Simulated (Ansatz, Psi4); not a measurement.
# How methods differ on BCl (SMILES [B]Cl)

BCl has 2 atoms, charge 0, and is taken as a singlet. As SMILES, `[B]Cl`. The coordinates come from a PBE0-D4/def2-TZVP relaxation.

```xyz
2

B     0.0000    0.0000   -0.0697
Cl    0.0000    0.0000    1.6482
```

Each level gives the electronic atomisation energy (eV). The values are calculated. Electronic energies at fixed atoms, without zero-point motion or spin-orbit coupling.

| level | kind | program | value (eV) | less CCSD(T)/def2-TZVPPD | CPU time (all runs) |
| --- | --- | --- | --- | --- | --- |
| HF/def2-TZVPPD | Hartree–Fock | Ansatz | 3.79 | -1.37 | 1.7 s |
| SVWN5/def2-TZVPPD | LDA | Ansatz | 6.22 | +1.06 | 3.6 s |
| PBE/def2-TZVPPD | GGA | Ansatz | 5.52 | +0.36 | 5.3 s |
| B3LYP/def2-TZVPPD | global hybrid | Psi4 | 5.16 | 0.00 | 25 s |
| PBE0/def2-TZVPPD | global hybrid | Psi4 | 5.32 | +0.16 | 25 s |
| wB97X-V/def2-TZVPPD | range-separated hybrid | Psi4 | 5.26 | +0.10 | 35 s |
| DSD-PBEP86/def2-TZVPPD (density fitting for correlation) | double hybrid | Psi4 | 5.27 | +0.11 | 15 s |
| MP3/def2-TZVPPD | perturbation theory | Psi4 | 5.12 | -0.04 | 15 s |
| CCSD(T)/def2-TZVPPD | coupled cluster or CI | Ansatz | 5.16 | 0.00 | 5.6 s |
| FCI/STO-3G | full CI, core frozen | Ansatz | 5.03 | -0.13 | 0.2 s |

CCSD(T)/def2-TZVPPD is the highest level here, not the true value. The values span 3.79 to 6.22 eV. High-level rows in very small sets aren't better than simpler rows in larger ones. In so small a basis fixed costs decide the times, and correlated methods can beat functionals. CPU times are rough (shared hosts, several kinds of processor and program).
